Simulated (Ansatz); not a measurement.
A nudged elastic band was laid between two geometries of C4H8O (13 atoms, charge 0, multiplicity 1).

Level of theory: RKS PBE-D4/def2-SVP in Ansatz.

```yaml
movable_images: 9
climbing_image: yes
spring: 5.0 eV/Å²
optimiser: quadratic models (default)
start_path: through a guess of the saddle point
force_threshold: 0.05 eV/Å
iteration_limit: 60
end_points: relaxed
```

Initial state:

```xyz
13
Properties=species:S:1:pos:R:3
O -1.505 -0.368 1.737
C -0.529 -0.899 0.860
C 0.424 0.150 0.333
C 1.114 -0.038 -0.995
C 0.017 0.992 -0.862
H -1.920 0.378 1.265
H 0.027 -1.664 1.443
H -0.988 -1.437 -0.012
H 0.994 0.670 1.123
H 2.154 0.309 -1.097
H 0.891 -0.957 -1.563
H -0.950 0.772 -1.346
H 0.292 2.058 -0.871
```

Final state:

```xyz
13
Properties=species:S:1:pos:R:3
O -1.789 -0.332 1.369
C -0.621 -0.866 0.768
C 0.353 0.187 0.282
C 1.153 -0.036 -0.982
C 0.034 0.979 -0.963
H -1.497 0.216 2.121
H -0.089 -1.579 1.449
H -0.972 -1.466 -0.100
H 0.871 0.734 1.092
H 2.192 0.325 -1.013
H 0.991 -0.978 -1.531
H -0.903 0.734 -1.489
H 0.296 2.048 -0.987
```

Question: What changes between the two ends?

Answer: No bond is made or broken. The dihedral H6–O1–C2–C3 goes from 52 to -59°.

Question: Give the energies along the band, and the barrier.

Answer: The run converged. The highest image is number 5 of 0 to 10, 1.9 kcal/mol above the first end and 0.7 kcal/mol above the last; the last end lies 1.2 kcal/mol above the first. A vibrational analysis at the climbing image gives one clearly imaginary mode, 296i cm⁻¹: a first-order saddle point.

```tsv
image	path coordinate (Å)	energy (kcal/mol)	dihedral H6–O1–C2–C3 (°)
0	0.00	0.0	52
1	0.15	0.1	43
2	0.30	0.5	31
3	0.45	1.2	17
4	0.61	1.7	2
5	0.76	1.9	-13
6	0.92	1.8	-28
7	1.08	1.5	-41
8	1.24	1.3	-50
9	1.40	1.3	-55
10	1.56	1.2	-59
```

Question: What is the geometry of the highest image?

Answer: 
```xyz
13
Properties=species:S:1:pos:R:3
O -1.723 -0.399 1.444
C -0.564 -0.931 0.816
C 0.386 0.134 0.320
C 1.111 -0.027 -0.995
C -0.011 0.975 -0.878
H -1.548 0.546 1.597
H -0.022 -1.615 1.515
H -0.891 -1.558 -0.046
H 0.941 0.656 1.121
H 2.145 0.346 -1.067
H 0.927 -0.947 -1.573
H -0.972 0.738 -1.363
H 0.242 2.047 -0.876
```

Question: What are the harmonic wavenumbers there?

Answer: 296i, 103, 229, 345, 479, 750, 788, 813, 894, 938, 985, 1012, 1026, 1054, 1084, 1138, 1145, 1196, 1231, 1252, 1335, 1386, 1394, 1444, 1456, 2908, 2952, 3055, 3061, 3065, 3150, 3160, 3716 cm⁻¹.

Time of the run: 97 s on 2 threads of Intel(R) Xeon(R) Platinum 8488C (Sapphire Rapids), with other jobs on the host, peak memory 0.16 GiB.
